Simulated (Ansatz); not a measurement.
Basis-set extrapolation for C₂H₇NO, SMILES `COCN` (PBE0-D4/def2-TZVP geometry, frozen core, Ansatz). Multiplicity 1, RHF reference.

```
                      def2-TZVPP   def2-QZVPP
                 HF  -209.185144  -209.195596
    MP2 correlation    -0.804769    -0.861744
CCSD(T) correlation    -0.869186    -0.920740
```

Energies in hartree. Use E(X) = E(∞) + A·exp(−7.88·√X) for Hartree–Fock and E(X) = E(∞) + B·X^(−2.97) for correlation, with X = 3 and 4.

What is the CCSD(T) energy at the basis-set limit?

HF limit: -209.195596 + (-0.010452) × 0.13774 = -209.19704. Correlation limit: -0.920740 + (-0.051554) × 0.74074 = -0.95893. Total: -210.15597 hartree, 266.9 kJ/mol below CCSD(T)/def2-TZVPP.
